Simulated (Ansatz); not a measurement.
```xyz
15

C    -0.967   -1.150   -0.328
C     0.243   -0.426    0.244
C     1.287   -0.152   -0.829
C    -0.164    0.852    0.957
O    -0.762    1.733    0.025
H    -1.697   -1.384    0.453
H    -1.466   -0.533   -1.078
H    -0.671   -2.089   -0.802
H     0.697   -1.064    1.014
H     0.881    0.507   -1.600
H     2.173    0.331   -0.408
H     1.605   -1.081   -1.308
H    -0.868    0.607    1.766
H     0.724    1.313    1.412
H    -1.017    2.536    0.482
```

The species carries charge 0 and has multiplicity 1.

Task: List the PBE/def2-TZVPP orbital energies in eV (Ansatz). (An estimate is asked.)

Result: The calculation gave: Occupied: -510.09, -269.92, -268.91, -268.32, -268.32, -25.46, -19.75, -16.64, -16.56, -13.60, -12.73, -11.09, -10.72, -10.42, -9.21, -8.85, -8.82, -7.91, -7.72, -7.43, -6.10. Lowest empty: 0.10, 0.93, 1.56, 1.79, 2.11, 2.31, 2.52, 3.02.
